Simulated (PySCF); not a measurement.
Compound: nitrosomethane, CH3NO.
InChI=1S/CH3NO/c1-2-3/h1H3

The calculation used PBE0/def2-TZVP geometry optimisation, gas phase (PySCF).

Masses are those of the commonest isotopes; rigid-rotor values at the optimised geometry. 

Task: What are A, B and C (MHz)?

Result: Ia = 8.06, Ib = 43.44, Ic = 48.38 u·Å²; 505379 MHz·u·Å²/I gives A = 62738, B = 11633, C = 10445 MHz.

Task: Classify the top.

Result: A near-prolate asymmetric top. Ray's parameter κ = (2B − A − C)/(A − C) = -0.955; −1 is the prolate and +1 the oblate limit.

Task: Is it planar, by Δ = Ic − Ia − Ib?

Result: Not planar: Δ = Ic − Ia − Ib = -3.12 u·Å². For a rigid frame Δ = −2 Σ m c², so Σ m c² = 1.56 u·Å² lies off the ab plane, practically all of it from hydrogen. The atom farthest from that plane is 0.89 Å away.

Task: Give the other two planar moments, Paa and Pbb, and the rms extents of the mass along the axes.

Result: Paa = Σ m a² = (Ib + Ic − Ia)/2 = 41.89 and Pbb = Σ m b² = (Ia + Ic − Ib)/2 = 6.50 u·Å². With the mass M = 45.02 u, the rms extents √(P/M) along a, b and c are 0.96, 0.38, 0.19 Å.

Task: Give the coordinates in the principal-axis frame, origin at the centre of mass.

Result: The sense of each axis is arbitrary; atoms in the order of the calculation.
```
atom  mass (u)   a (Å)   b (Å)   c (Å)
  C1    12.000  -1.177   0.179   0.000
  N2    14.003   0.125  -0.498   0.000
  O3    15.995   1.058   0.245   0.000
  H4     1.008  -1.713  -0.169   0.888
  H5     1.008  -1.727  -0.190  -0.871
  H6     1.008  -1.072   1.265  -0.013
```

Task: Where do the levels up to J = 4 lie, in MHz?

Result: Above 0(0,0):
J = 1: 1(0,1) 22079, 1(1,1) 73183, 1(1,0) 74371
J = 2: 2(0,2) 66215, 2(1,2) 116153, 2(1,1) 119716, 2(2,1) 273029, 2(2,0) 273050
J = 3: 3(0,3) 132369, 3(1,3) 180594, 3(1,2) 187720, 3(2,2) 339265, 3(2,1) 339367, 3(3,1) 597770, 3(3,0) 597770
J = 4: 4(0,4) 220479, 4(1,4) 266493, 4(1,3) 278367, 4(2,3) 427563, 4(2,2) 427870, 4(3,2) 686124, 4(3,1) 686126, 4(4,1) 1047977, 4(4,0) 1047977

Task: Which types of transition are allowed, and where do some lines up to J = 5 fall?

Result: The dipole components are |μa| = 2.39 D, |μb| = 0.49 D, |μc| = 0.00 D; the mirror of this Cs structure is the ab plane, so μc vanishes by symmetry and there are no c-type lines. The squared components, which scale the intensities, stand as 1.00 : 0.04 (a : b). Some lines, for components of 0.1 D or more:

| type | branch | J(Ka,Kc) | MHz | lower level (cm⁻¹) |
| --- | --- | --- | --- | --- |
| a | Q | 2(1,1) ← 2(1,2) | 3563 | 3.874 |
| a | Q | 4(1,3) ← 4(1,4) | 11875 | 8.889 |
| b | R | 3(0,3) ← 2(1,2) | 16216 | 3.874 |
| a | R | 2(1,2) ← 1(1,1) | 42969 | 2.441 |
| a | R | 3(1,3) ← 2(1,2) | 64441 | 3.874 |
| a | R | 3(0,3) ← 2(0,2) | 66154 | 2.209 |
| a | R | 3(1,2) ← 2(1,1) | 68004 | 3.993 |
| a | R | 5(4,1) ← 4(4,0) | 110438 | 34.957 |
| a | R | 5(3,3) ← 4(3,2) | 110461 | 22.887 |
| a | R | 5(3,2) ← 4(3,1) | 110465 | 22.887 |
| a | R | 5(2,3) ← 4(2,2) | 110755 | 14.272 |
| a | R | 5(1,4) ← 4(1,3) | 113270 | 9.285 |
| b | R | 3(1,3) ← 2(0,2) | 114379 | 2.209 |
| b | Q | 3(2,1) ← 3(1,2) | 151648 | 6.262 |
| b | Q | 2(2,0) ← 2(1,1) | 153334 | 3.993 |
| b | R | 5(1,5) ← 4(0,4) | 153350 | 7.354 |
| b | R | 2(2,1) ← 1(1,0) | 198659 | 2.481 |
| b | R | 2(2,0) ← 1(1,1) | 199867 | 2.441 |
| b | R | 4(2,3) ← 3(1,2) | 239844 | 6.262 |
| b | R | 4(2,2) ← 3(1,3) | 247276 | 6.024 |
| b | Q | 5(3,2) ← 5(2,3) | 257967 | 17.967 |
| b | R | 5(2,4) ← 4(1,3) | 259543 | 9.285 |
| b | R | 5(2,3) ← 4(1,4) | 272132 | 8.889 |
| b | R | 4(4,1) ← 3(3,0) | 450206 | 19.939 |
| b | Q | 5(5,0) ← 5(4,1) | 465244 | 38.641 |
| b | R | 5(4,1) ← 4(3,2) | 472290 | 22.887 |
| b | R | 5(5,1) ← 4(4,0) | 575682 | 34.957 |

Stationary, but not proved a minimum. Zero-point vibration and centrifugal distortion are left out. A rigid rotor knows nothing of internal rotation, which can split or shift real lines. Quadrupole hyperfine structure (14N) is left out.

Hardware: one thread, Intel Xeon at 2.70 GHz (x86_64), shared host. Cost: 29 s of wall time, 0.40 GiB resident at most. That covers the optimisation of the geometry.
